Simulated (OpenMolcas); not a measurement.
**How methods differ on SiH3O (SMILES O[SiH2])**

The species is SiH3O (5 atoms), meant as a doublet with charge 0. As SMILES, `O[SiH2]`. The shape is that of a GFN2-xTB optimisation. This is one conformer, not always the lowest.

```xyz
5

O     0.5573   -0.4338    0.7985
Si    0.0019    0.3419   -0.5339
H     0.7257   -1.3707    0.8148
H    -1.2448   -0.2536   -1.0008
H    -0.0401    1.7160   -0.0786
```

Quantity: the energy change with the Si2–H4 bond stretched from 1.458 to 2.552 Å, in eV. The values are calculated.

| level | kind | program | value (eV) | less FCI/STO-3G |
| --- | --- | --- | --- | --- |
| ROHF/STO-3G | Hartree–Fock | OpenMolcas | 3.04 | +0.25 |
| USVWN5/STO-3G | LDA | OpenMolcas | 3.14 | +0.35 |
| UPBE/STO-3G | GGA | OpenMolcas | 2.90 | +0.11 |
| U-r2SCAN/STO-3G | meta-GGA | OpenMolcas | 2.99 | +0.20 |
| UB3LYP/STO-3G | global hybrid | OpenMolcas | 2.97 | +0.18 |
| UPBE0/STO-3G | global hybrid | OpenMolcas | 3.11 | +0.32 |
| CASSCF(3,3)/STO-3G | multireference | OpenMolcas | 3.04 | +0.25 |
| FCI/STO-3G | exact in the basis | OpenMolcas | 2.79 | 0.00 |

FCI/STO-3G is exact within its basis and frozen core, so for wave-function methods in that basis the difference is their error; functionals converge differently with the basis, so for them it is only a difference. The first shape isn't each level's own minimum. The values span 2.79 to 3.14 eV. All rows use very small basis sets, so even the best lies far from the true value.
